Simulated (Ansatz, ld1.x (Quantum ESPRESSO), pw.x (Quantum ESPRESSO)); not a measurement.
**W: does the TM potential hold in the solid?**

W (Z = 74), norm-conserving Troullier–Martins (Kleinman–Bylander form), made with ld1.x (Quantum ESPRESSO) 7.5 (PBE, scalar-relativistic). Core [Xe] 4f14, reference 5d4 6s0 6p0 (charge +2). Waves: 6s (bound, empty): rc 2.35 bohr; 5d (bound): rc 2.30 bohr; 6p (bound, empty): rc 2.40 bohr. Local part: the p channel. Core correction: Bessel-smoothed model core inside 2.05 bohr.

Atomic tests: cutoffs needed: 30 Ry and 35 Ry (the cutoffs (Ry, on a coarse ladder) from which the occupation-weighted sum of valence levels, in a spherical-Bessel basis at the reference potential, stays within 10 and 1 mRy of its value at 400 Ry); ghost test: ghost state, extra bound levels that the all-electron valence spectrum of the same l lacks: s at -82.6 eV; a true bound ghost makes a file unfit for plane-wave use (spherical-Bessel basis up to 400 Ry, 20 bohr box); largest excitation error: -179 meV (all-electron minus pseudo) for 5d3 6s0 6p0, out of 7 test configurations.

Crystal test: bcc W in pw.x 7.5, no spin, 14³ k-points, Fermi–Dirac smearing 0.01 Ry, cutoffs 50/200 Ry. The lattice is a test structure that the element need not adopt, and mesh and smearing are coarse.

pw.x input:

```
&control
  calculation='scf', prefix='x', pseudo_dir='./', outdir='./tmp', tstress=.true., disk_io='none'
/
&system
  ibrav=0, nat=1, ntyp=1, ecutwfc=50, ecutrho=200, nbnd=10,
  occupations='smearing', smearing='fd', degauss=0.01
/
&electrons
  conv_thr=1e-09, mixing_beta=0.4, electron_maxstep=70
/
ATOMIC_SPECIES
W 1.0 W.UPF
CELL_PARAMETERS angstrom
  -1.59168867 1.59168867 1.59168867
  1.59168867 -1.59168867 1.59168867
  1.59168867 1.59168867 -1.59168867
ATOMIC_POSITIONS crystal
W 0.0000 0.0000 0.0000
K_POINTS automatic
14 14 14 0 0 0
```

```bash
pw.x < W.scf.in > W.scf.out
```

Problem. How does the run end?

Solution. It converges; the pressure is 103.78 GPa against 0.30 GPa from all-electron LAPW. Note: ghost state, extra bound levels that the all-electron valence spectrum of the same l lacks: s at -82.6 eV. A true bound ghost makes a file unfit for plane-wave use. The logarithmic derivative shows an extra or strongly shifted pseudo pole above the reference energy (p near 0.52 Ry). A pressure error of this size marks a broken potential; the numbers have no physical meaning. The log shows:

```
     number of k points=   104  Fermi-Dirac smearing, width (Ry)=  0.0100
     iteration #  1     ecut=    50.00 Ry     beta= 0.40
     total energy              =     -33.78295263 Ry
     estimated scf accuracy    <       1.56293562 Ry
     iteration #  2     ecut=    50.00 Ry     beta= 0.40
     total energy              =     -33.46382718 Ry
     estimated scf accuracy    <       0.52061815 Ry
     iteration #  3     ecut=    50.00 Ry     beta= 0.40
     total energy              =     -33.49253121 Ry
     estimated scf accuracy    <       0.00265750 Ry
     iteration #  4     ecut=    50.00 Ry     beta= 0.40
     total energy              =     -33.49264141 Ry
     estimated scf accuracy    <       0.00035609 Ry
     iteration #  5     ecut=    50.00 Ry     beta= 0.40
     total energy              =     -33.49266391 Ry
     estimated scf accuracy    <       0.00003093 Ry
     iteration #  6     ecut=    50.00 Ry     beta= 0.40
     total energy              =     -33.49266660 Ry
     estimated scf accuracy    <       0.00000075 Ry
     iteration #  7     ecut=    50.00 Ry     beta= 0.40
     total energy              =     -33.49266675 Ry
     estimated scf accuracy    <       0.00000004 Ry
     iteration #  8     ecut=    50.00 Ry     beta= 0.40
     total energy              =     -33.49266675 Ry
     estimated scf accuracy    <       0.00000001 Ry
     iteration #  9     ecut=    50.00 Ry     beta= 0.40
     the Fermi energy is    14.1783 ev
!    total energy              =     -33.49266675 Ry
     estimated scf accuracy    <          7.4E-11 Ry
     smearing contrib. (-TS)   =      -0.00609453 Ry
     The total energy is F=E-TS. E is the sum of the following terms:
     one-electron contribution =       3.87810158 Ry
     hartree contribution      =       2.26386720 Ry
     xc contribution           =     -17.85016808 Ry
     ewald contribution        =     -21.77837292 Ry
     convergence has been achieved in   9 iterations
          total   stress  (Ry/bohr**3)                   (kbar)     P=     1037.77
     Message from routine punch:
     Nothing written, as per user request (disk_io='none')
```
